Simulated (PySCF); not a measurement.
**BS at ROHF-CCSD**

Computed with ROHF-CCSD; B def2-SVPD, S def2-SVPD; no relativity (PySCF 2.14).

| Quantity | Value |
| --- | --- |
| state | ²Σ⁺ (doublet), unpaired electrons σ ↑ |
| bond length | 1.623 Å |
| harmonic wavenumber | 1212 cm⁻¹ |
| force constant | 7.09 mdyn/Å |
| rotational constant Be | 0.7819 cm⁻¹ |
| anharmonicity ωexe | 6.09 cm⁻¹ |
| vibration–rotation constant αe | 0.00534 cm⁻¹ |
| well depth De to B + S | 5.22 eV |
| dissociation energy D0 | 5.14 eV |

Correlated steps freeze 6 core orbitals. Correlated levels converge slowly with the basis: in double zeta they bind strong bonds too weakly, by up to about 1 eV, and carry superposition errors of some tenths. The state is the lowest determinant that a PBE0 search found; another state may lie lower at other levels.
